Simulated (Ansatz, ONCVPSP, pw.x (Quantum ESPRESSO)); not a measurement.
**What a changed setting does to a pw.x run (bcc Cu)**

Potential: optimised norm-conserving Vanderbilt (ONCV), ONCVPSP 4.0.1.1 (patched build), LDA (Perdew-Wang 92); core [Ar], reference 3d10 4s0.75 4p0.25; waves: 4s: rc 2.40 bohr, ncon 3, nbas 7, qcut 3.2 1/bohr, 2 projectors, debl 1.9 Ha; 4p: rc 2.90 bohr, ncon 3, nbas 7, qcut 3.2 1/bohr, 2 projectors, debl 1.9 Ha; 3d: rc 1.25 bohr, ncon 3, nbas 7, qcut 11.2 1/bohr, 2 projectors, debl 3.9 Ha; local part: polynomial inside 1.15 bohr (lpopt 4, dvloc0 3 Ha); core correction: Teter function, fcfact 4.25, rcfact 1.55.

The reference run (k-mesh 16³, cutoffs 140/560 Ry, Fermi–Dirac 0.01 Ry, mixing_beta 0.4, conv_thr 1e-9, no spin) gives 0.92 GPa at 10.940 Å³/atom, where all-electron LAPW gives -0.14 GPa. This run, with its own iteration cap, changes k-mesh shift to 1.

```
&control
  calculation='scf', prefix='x', pseudo_dir='./', outdir='./tmp', tstress=.true., disk_io='none'
/
&system
  ibrav=0, nat=1, ntyp=1, ecutwfc=140, ecutrho=560, nbnd=13,
  occupations='smearing', smearing='fd', degauss=0.01
/
&electrons
  conv_thr=1e-09, mixing_beta=0.4, electron_maxstep=60
/
ATOMIC_SPECIES
Cu 1.0 Cu.UPF
CELL_PARAMETERS angstrom
  -1.39846771 1.39846771 1.39846771
  1.39846771 -1.39846771 1.39846771
  1.39846771 1.39846771 -1.39846771
ATOMIC_POSITIONS crystal
Cu 0.0000 0.0000 0.0000
K_POINTS automatic
16 16 16 1 1 1
```

```bash
pw.x < Cu.scf.in > Cu.scf.out
```

**Question.** How does the run end?

**Answer.** It converges in 12 iterations; the free energy moves by -4.5 meV/atom and the pressure by +0.04 GPa.

```
Message from routine setup:
     using ibrav=0 with symmetry is DISCOURAGED, use correct ibrav instead
     lattice parameter (alat)  =       4.5773  a.u.
     unit-cell volume          =      73.8268 (a.u.)^3
     number of electrons       =        11.00
     number of Kohn-Sham states=           13
     kinetic-energy cutoff     =     140.0000  Ry
     charge density cutoff     =     560.0000  Ry
     scf convergence threshold =      1.0E-09
     Exchange-correlation= SLA  PW   NOGX NOGC
     number of k points=   140  Fermi-Dirac smearing, width (Ry)=  0.0100
     iteration #  1     ecut=   140.00 Ry     beta= 0.40
     total energy              =    -118.34377040 Ry
     estimated scf accuracy    <       0.42885746 Ry
     iteration #  2     ecut=   140.00 Ry     beta= 0.40
     total energy              =    -118.47042164 Ry
     estimated scf accuracy    <       0.11937927 Ry
     iteration #  3     ecut=   140.00 Ry     beta= 0.40
     total energy              =    -118.48857406 Ry
     estimated scf accuracy    <       0.00134466 Ry
     iteration #  4     ecut=   140.00 Ry     beta= 0.40
     total energy              =    -118.48893134 Ry
     estimated scf accuracy    <       0.00158163 Ry
     iteration #  5     ecut=   140.00 Ry     beta= 0.40
     total energy              =    -118.48912524 Ry
     estimated scf accuracy    <       0.00003055 Ry
     iteration #  6     ecut=   140.00 Ry     beta= 0.40
     total energy              =    -118.48913210 Ry
     estimated scf accuracy    <       0.00000270 Ry
     iteration #  7     ecut=   140.00 Ry     beta= 0.40
     total energy              =    -118.48913270 Ry
     estimated scf accuracy    <       0.00000034 Ry
     iteration #  8     ecut=   140.00 Ry     beta= 0.40
     total energy              =    -118.48913200 Ry
     estimated scf accuracy    <       0.00000111 Ry
     iteration #  9     ecut=   140.00 Ry     beta= 0.40
     total energy              =    -118.48913211 Ry
     estimated scf accuracy    <          7.8E-09 Ry
     iteration # 10     ecut=   140.00 Ry     beta= 0.40
     total energy              =    -118.48913211 Ry
     estimated scf accuracy    <          1.4E-09 Ry
     iteration # 11     ecut=   140.00 Ry     beta= 0.40
     total energy              =    -118.48913211 Ry
     estimated scf accuracy    <          5.2E-09 Ry
     iteration # 12     ecut=   140.00 Ry     beta= 0.40
     the Fermi energy is    13.8646 ev
!    total energy              =    -118.48913211 Ry
     estimated scf accuracy    <          1.4E-10 Ry
     smearing contrib. (-TS)   =      -0.00111761 Ry
     The total energy is F=E-TS. E is the sum of the following terms:
     one-electron contribution =     -18.57170746 Ry
     hartree contribution      =      25.96624394 Ry
     xc contribution           =     -42.56931946 Ry
     ewald contribution        =     -83.31323152 Ry
     convergence has been achieved in  12 iterations
          total   stress  (Ry/bohr**3)                   (kbar)     P=        9.52
     Message from routine punch:
     Nothing written, as per user request (disk_io='none')
```

The run took about 22 s on one core of a shared host (AMD EPYC 9R45 96-Core Processor, 96 threads, 376 GiB, load 36).
